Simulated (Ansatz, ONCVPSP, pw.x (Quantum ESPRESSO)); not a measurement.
Mo (Z = 42): one change to the ONCV potential, in the atom and in the bcc crystal

molybdenum, optimised norm-conserving Vanderbilt (ONCV), made with ONCVPSP 4.0.1.1 (patched build) (PBE, scalar-relativistic). Core [Ar] 3d10, reference 4s2 4p6 4d5 5s0.75 (charge +0.25). Waves: 4s+5s: rc 2.15 bohr, ncon 4, nbas 7, qcut 5.6 1/bohr, 2 projectors; 4p: rc 1.90 bohr, ncon 3, nbas 7, qcut 5.9 1/bohr, 1 projector; 4d: rc 2.65 bohr, ncon 3, nbas 8, qcut 6.9 1/bohr, 2 projectors, debl 3 Ha. Local part: polynomial inside 1.45 bohr (lpopt 4, dvloc0 0 Ha). Core correction: Teter function, fcfact 2.5, rcfact 1.55.

Change: reference 4s2 4p6 4d5.5 5s0.5.

Cutoffs, loose and tight: the cutoffs (Ha) at which the residual kinetic energy of the hardest occupied pseudo-wave falls to 1 and 0.1 mHa per electron. They do not see the model core or the augmentation charge, which bear on the density cutoff. Test errors are all-electron minus pseudo excitation energies from the reference, over the configurations 4s2 4p6 4d5 5s1; 4s2 4p6 4d5 5s0; 4s2 4p6 4d4 5s0; 4s2 4p6 4d4 5s1 5p1; variants that change the core or the reference have their own tests.

Crystal test: bcc Mo in pw.x 7.5, no spin, 15³ k-points, Fermi–Dirac smearing 0.01 Ry, cutoffs set for each file from its atomic test. The reference is all-electron LAPW (Ansatz 0.2.0) with the same functional, mesh and smearing; V0 and B0 come from Birch–Murnaghan fits to the pressures at five volumes. Errors are pseudo minus all-electron; Δ is the rms difference of the E(V) curves that follow from these fits, minima aligned, over ±6 % about the mean V0. Mesh and smearing are coarse, so the numbers serve the comparison and aren't converged zero-temperature values; the lattice is a test structure that the element need not adopt.

All-electron: a0 = 3.162 Å (V0 = 15.80 Å³/atom), B0 = 259.2 GPa.

Problem. Does the change bring the crystal closer to the all-electron result?

Solution. The mean pressure error goes from +0.23 to +0.38 GPa, so the change moves the solid further from the all-electron pressures.

| quantity | base | changed |
| --- | --- | --- |
| outcome (atom) | generated | generated |
| cutoff, loose (atom) | 14 Ha | 14 Ha |
| cutoff, tight (atom) | 16 Ha | 16 Ha |
| bound ghosts (atom) | none | none |
| largest test error (meV) (atom) | +38 | +43 |
| cutoffs in pw.x (Ry) | 50/200 | 50/200 |
| a0 (Å) | 3.163 | 3.163 |
| a0 error (%) | +0.03 | +0.05 |
| B0 error (%) | +0.6 | +0.6 |
| Δ (meV/atom) | 0.8 | 1.3 |
| mean pressure error (GPa) | +0.23 | +0.38 |
